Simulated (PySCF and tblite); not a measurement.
Results of a calculation; reference values are marked as such.
C₃H₅NO, numbered as in [CH3:1][O:2][CH2:3][C:4]#[N:5]. The ensemble was built from 60 distance-geometry starts (ETKDG and KDG, MMFF94s, GFN2-xTB) and rests on GFN2-xTB geometries. Weights use PBE0-D3(BJ)/def2-SVP (IEF-PCM, water) energies plus GFN2-xTB zero-point and thermal terms (modes under about 100 cm⁻¹ blended into free rotors). Symmetry numbers and mirror images are counted. Conformers within 3 kcal/mol (GFN2-xTB free energy) were kept, 10 at most. GIAO shieldings: KT2/pcSseg-1 (IEF-PCM, water). Shifts are against TMS (¹H), TMS (¹³C) at the same level. (PySCF 2.14, tblite 0.8.)

Torsions listed: C1–O2–C3–C4. Of a mirror pair one member is shown.

| conformer | shape | point group | mirror pair | ΔE(DFT) | Δ(G−E) at 373.15 K | δ H3 (ppm) |
| --- | --- | --- | --- | --- | --- | --- |
| 1 | 66° | C1 | yes | 0.00 | 0.00 | 4.77 |
| 2 | 180° | Cs | no | 0.89 | -0.05 | 4.55 |

Energies in kcal/mol; the thermal term leaves out symmetry numbers and mirror images.

**Question.** Work out the weights at 373.15 K and the ¹H shift of H3 under fast exchange.

**Answer.** RT = 0.742 kcal/mol. Each conformer gets RT ln(σ/g), with σ the rotational symmetry number and g = 2 for a mirror pair: 1: σ = 1, g = 2, G = 0.00 + 0.00 − 0.51 = -0.51, 0.00 above the lowest, exp(−ΔG/RT) = 1.000; 2: σ = 1, g = 1, G = 0.89 − 0.05 + 0.00 = 0.84, 1.35 above the lowest, exp(−ΔG/RT) = 0.161. The sum is 1.161, so the weights are 86.1, 13.9 %. The averaged shift is 4.74 ppm. At 298.15 K it is 4.74 ppm. At 298.15 K the leading conformer alone gives 4.77 ppm and bare DFT energies give 4.73 ppm.
